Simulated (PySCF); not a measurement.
F₄Si, SMILES F[Si](F)(F)F (connectivity only; charge and spin as stated), charge -1, multiplicity 2. Geometry optimised at PBE-D3(BJ)/def2-SVPD. The multiplicity is an assumed one; other spin states were not compared. The isomer is the one that the SMILES or the coordinates give; other isomers of the formula were not compared.

These are PBE-D3(BJ)/def2-SVPD in PySCF values and carry that method's errors.

Harmonic wavenumbers (cm⁻¹): 169, 214, 282, 353, 364, 491, 713, 716, 744. Rotational constants (GHz): 5.009, 3.431, 2.801; symmetry number 2.

Problem. Work out the zero-point energy and the ideal-gas rigid-rotor harmonic-oscillator thermochemistry at 298.15 K and 1 atm.

Solution. ZPE = ½ Σ hcν = ½ × 4045 cm⁻¹ = 5.78 kcal/mol. H − E(el) = 9.93 kcal/mol. Entropy in cal/(mol K): translation 39.84, rotation 24.93, vibration 9.76, spin 1.38, total 75.90. G − E(el) = -12.70 kcal/mol. Cp = 20.09 cal/(mol K).
